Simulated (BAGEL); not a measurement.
# C2H3F (SMILES C=CF), step by step

We compute a single-point energy (HF/STO-3G), then energy and forces (CASPT2(2,2)/STO-3G) of C2H3F. 

Program for the calculation: BAGEL 1.2.2.

6 further runs of the same task are left out: 2 that didn't finish, 4 set aside as unsound or not needed.

## (1) Starting point

C2H3F has 6 atoms, charge 0, and is taken as a singlet. SMILES: `C=CF`. The shape is that of a PBE0-D4/def2-TZVP optimisation.

Bond lengths: C1–C2 1.316 Å, C2–F3 1.336 Å, C1–H4 1.082 Å, C1–H5 1.081 Å, C2–H6 1.084 Å. Angles: C1–C2–F3 122.3°, C1–C2–H6 125.7°, F3–C2–H6 112.0°, C2–C1–H4 121.6°, C2–C1–H5 119.2°, H4–C1–H5 119.2°.

## (2) The energy at HF/STO-3G (DKH2, density fitting with svp-jkfit) (run 1)

Contents of hf.json:

```json
{ "bagel": [

{
  "title": "molecule",
  "basis": "sto-3g",
  "df_basis": "svp-jkfit",
  "angstrom": true,
  "dkh": true,
  "finite_nucleus": true,
  "geometry": [
    { "atom": "C", "xyz": [      -0.536200,       0.076400,      -0.442800 ] },
    { "atom": "C", "xyz": [       0.490000,      -0.016300,       0.376600 ] },
    { "atom": "F", "xyz": [       0.966200,      -1.192400,       0.795500 ] },
    { "atom": "H", "xyz": [      -1.043900,      -0.803300,      -0.816600 ] },
    { "atom": "H", "xyz": [      -0.880200,       1.054100,      -0.749700 ] },
    { "atom": "H", "xyz": [       1.046100,       0.817400,       0.790700 ] }
  ]
},

{ "title": "hf" },

{ "title": "print", "file": "orbitals.molden", "orbitals": true }

]}
```

The run is started by

```console
$ BAGEL_NUM_THREADS=1 BAGEL hf.json > hf.out
```

Output:

```text
* using 1 threads per process

  ===============================================================
  ===============================================================

  *** Geometry ***

  { "atom" : "C", "xyz" : [     -1.013271,      0.144375,     -0.836771 ] },
  { "atom" : "C", "xyz" : [      0.925966,     -0.030803,      0.711671 ] },
  { "atom" : "F", "xyz" : [      1.825853,     -2.253309,      1.503277 ] },
  { "atom" : "H", "xyz" : [     -1.972685,     -1.518017,     -1.543150 ] },
  { "atom" : "H", "xyz" : [     -1.663337,      1.991960,     -1.416728 ] },
  { "atom" : "H", "xyz" : [      1.976842,      1.544662,      1.494206 ] },

  Number of auxiliary basis functions:      281

  Since a DF basis is specified, we compute 2- and 3-index integrals:
    o Being stored without compression. Storage requirement is 0.001 GB

  Number of basis functions:       18
  Number of electrons      :       24

    * METHOD: MOLECULE                             0.03

  *** RHF ***

  === Nuclear Repulsion ===
    67.7932978193

      * DIIS with orbital gradients will be used.

  === RHF iteration (sto-3g) ===
      0       -174.33316301          0.02171471           0.00
      1       -174.38049430          0.00685914           0.00
      2       -174.38485021          0.00174381           0.00
      3       -174.38535435          0.00058690           0.00
      4       -174.38540490          0.00014936           0.00
      5       -174.38541017          0.00001473           0.00
      6       -174.38541023          0.00000480           0.00
      7       -174.38541023          0.00000119           0.00
      8       -174.38541023          0.00000025           0.00
      9       -174.38541023          0.00000007           0.00
     10       -174.38541023          0.00000002           0.00
     11       -174.38541023          0.00000000           0.00
    * SCF iteration converged.

    * Permanent dipole moment:
           (    0.074764,    -0.326331,     0.070559) a.u.

    * METHOD: HF                                   0.05

    * METHOD: PRINT                                0.00

  ===============================================================
```

It took 0.36 s on 1 thread of Intel Xeon 6975P-C (Granite Rapids), shared host.

## (3) Energy and gradient at CASPT2(2,2)/STO-3G (DKH2, density fitting with svp-jkfit) (run 2)

Contents of calc.json:

```json
{ "bagel" : [

{
  "title" : "molecule",
  "basis" : "sto-3g",
  "df_basis" : "svp-jkfit",
  "angstrom" : "true",
  "dkh" : "true",
  "finite_nucleus" : "true",
  "geometry" : [
    { "atom" : "C", "xyz" : [   -0.536200,    0.076400,   -0.442800 ] },
    { "atom" : "C", "xyz" : [    0.490000,   -0.016300,    0.376600 ] },
    { "atom" : "F", "xyz" : [    0.966200,   -1.192400,    0.795500 ] },
    { "atom" : "H", "xyz" : [   -1.043900,   -0.803300,   -0.816600 ] },
    { "atom" : "H", "xyz" : [   -0.880200,    1.054100,   -0.749700 ] },
    { "atom" : "H", "xyz" : [    1.046100,    0.817400,    0.790700 ] }
  ]
},
{
  "title" : "hf"
},
{
  "title" : "force",
  "method" : [
    {
      "title" : "caspt2",
      "smith" : {
        "method" : "caspt2",
        "ms" : "true",
        "xms" : "true",
        "sssr" : "true",
        "shift" : 0.1,
        "ncore" : 2
      },
      "nstate" : 1,
      "nact" : 2,
      "nclosed" : 11,
      "active" : [12, 13],
      "maxiter" : 200,
      "natocc" : "true"
    }
  ]
}

]}
```

The run is started by

```console
$ BAGEL_NUM_THREADS=1 BAGEL calc.json > calc.out
```

Output:

```text
* using 1 threads per process

  ===============================================================
  ===============================================================

  *** Geometry ***

  { "atom" : "C", "xyz" : [     -1.013271,      0.144375,     -0.836771 ] },
  { "atom" : "C", "xyz" : [      0.925966,     -0.030803,      0.711671 ] },
  { "atom" : "F", "xyz" : [      1.825853,     -2.253309,      1.503277 ] },
  { "atom" : "H", "xyz" : [     -1.972685,     -1.518017,     -1.543150 ] },
  { "atom" : "H", "xyz" : [     -1.663337,      1.991960,     -1.416728 ] },
  { "atom" : "H", "xyz" : [      1.976842,      1.544662,      1.494206 ] },

  Number of auxiliary basis functions:      281

  Since a DF basis is specified, we compute 2- and 3-index integrals:
    o Being stored without compression. Storage requirement is 0.001 GB

  Number of basis functions:       18
  Number of electrons      :       24

    * METHOD: MOLECULE                             0.03

  *** RHF ***

  === Nuclear Repulsion ===
    67.7932978193

      * DIIS with orbital gradients will be used.

  === RHF iteration (sto-3g) ===
      0       -174.33316301          0.02171471           0.00
      1       -174.38049430          0.00685914           0.00
      2       -174.38485021          0.00174381           0.00
      3       -174.38535435          0.00058690           0.00
      4       -174.38540490          0.00014936           0.00
      5       -174.38541017          0.00001473           0.00
      6       -174.38541023          0.00000480           0.00
      7       -174.38541023          0.00000119           0.00
      8       -174.38541023          0.00000025           0.00
      9       -174.38541023          0.00000007           0.00
     10       -174.38541023          0.00000002           0.00
     11       -174.38541023          0.00000000           0.00
    * SCF iteration converged.

    * Permanent dipole moment:
           (    0.074764,    -0.326331,     0.070559) a.u.

    * METHOD: HF                                   0.05

  The gradients will be computed analytically.
  ---------------------------
      CASSCF calculation
  ---------------------------

    ==== Active orbitals : =====
         Orbital 12
         Orbital 13
    ============================

    * nstate   :      1
    * nclosed  :     11
    * nact     :      2
    * nvirt    :      5
  === CASSCF iteration (sto-3g) ===

    * Using the second-order algorithm

      0  0      -174.41739827     7.02e-03      0.00

      1  0      -174.42529387     1.64e-03      0.01

      2  0      -174.42540501     2.17e-04      0.01

      3  0      -174.42540540     3.45e-05      0.01

      4  0      -174.42540541     5.65e-06      0.01

      5  0      -174.42540541     9.24e-07      0.01

      6  0      -174.42540541     1.51e-07      0.01

      7  0      -174.42540541     2.48e-08      0.01

      8  0      -174.42540541     4.06e-09      0.01

    * Second-order optimization converged. *

     guess   0:   closed 1.                   open ..

  === FCI iteration ===

      0  0      -174.38526153     8.28e-02      0.00
      1  0      -174.42520817     5.04e-03      0.00
      2  0 *    -174.42540541     4.01e-16      0.00

     * ci vector, state   0, <S^2> = 0.0000
       2.     0.9718131974
       .2    -0.2357522203

  === DF-CASPT2Grad calculation ===

    * freezing 2 orbitals

    * Approximate memory requirement for SMITH calulation per MPI process:
      o Storage requirement for T-amplitude, lambda, and residual is 0.00 GB
      o Storage requirement for MO integrals is 0.00 GB
      o Storage requirement for SMITH-computed gradient tensors is 0.00 GB
    * Calculating and saving rdm4

    * Zeroth order energy : state  0       -0.5519786762

    * CASPT2 iteration is performed using redundant basis

      ---- iteration ----

        0    -0.09807991     0.00182890      0.00
        1    -0.09810895     0.00006079      0.00
        2    -0.09810898     0.00000128      0.00
        3    -0.09810898     0.00000008      0.00
        4    -0.09810898     0.00000000      0.00

      -------------------

    * CASPT2 energy : state  0     -174.5272306436
        w/o shift correction       -174.5235143858
        reference weight              0.9641689942

      ---- iteration ----

        0    -0.11352354     0.00199714      0.00
        1    -0.11355823     0.00006649      0.00
        2    -0.11355826     0.00000141      0.00
        3    -0.11355826     0.00000009      0.00
        4    -0.11355826     0.00000000      0.00

      -------------------

    * CASPT2 energy:  -174.527230643649
    * Permanent dipole moment: CASPT2 unrelaxed
           (    0.115074,    -0.317431,     0.102322) a.u.

  === CASSCF Z-vector iteration ===

         0      0.0011675684     0.0054362096      0.01
         1      0.0004219483     0.0016034323      0.01
         2      0.0001317134     0.0002567978      0.01
         3      0.0000225480     0.0000755263      0.01
         4      0.0000066769     0.0000124684      0.01
         5      0.0000008067     0.0000067493      0.01
         6      0.0000001990     0.0000005341      0.01
         7      0.0000000269     0.0000000246      0.01
         8      0.0000000050     0.0000000078      0.01
         9      0.0000000008     0.0000000011      0.01
    * Permanent dipole moment: CASPT2 relaxed
           (    0.058821,    -0.251452,     0.055328) a.u.

  * Nuclear energy gradient

    o Atom   0
        x         11.7393928717
        y         -3.4580003864
        z          9.4559763527
    o Atom   1
        x         -3.1559190198
        y        -11.4797490406
        z         -2.1171425868
    o Atom   2
        x        -11.0189929403
        y         20.9756922602
        z         -9.4801333256
    o Atom   3
        x          3.3850465455
        y          4.3291937806
        z          2.5446182003
    o Atom   4
        x          2.2336303576
        y         -5.1941011339
        z          1.9534622684
    o Atom   5
        x         -3.1831578147
        y         -5.1730354800
        z         -2.3567809090

    * METHOD: FORCE                                0.34

  ===============================================================
```

Run time: 0.7 s. Hardware: 1 thread of Intel Xeon 6975P-C (Granite Rapids), shared host.

## (4) Outcome

| quantity | value |
| --- | --- |
| run 1, HF/STO-3G: total energy | -174.38541 Eh |
| run 1, HF/STO-3G: dipole moment | 0.87 D |
| run 1, HF/STO-3G: HOMO energy | -8.38 eV |
| run 1, HF/STO-3G: LUMO energy | 8.69 eV |
| run 1, HF/STO-3G: HOMO–LUMO gap | 17.08 eV |
| run 2, CASPT2(2,2)/STO-3G: total energy | -174.52723 Eh |
| run 2, CASPT2(2,2)/STO-3G: dipole moment (of the density that the program reports) | 0.67 D |
| run 2, CASPT2(2,2)/STO-3G: largest force on an atom | 1312.292 eV/Å |

In words: The largest force (run 2, CASPT2(2,2)/STO-3G) is 1312.29 eV/Å: too large for a shape near rest, so the state or the gradient is in doubt.
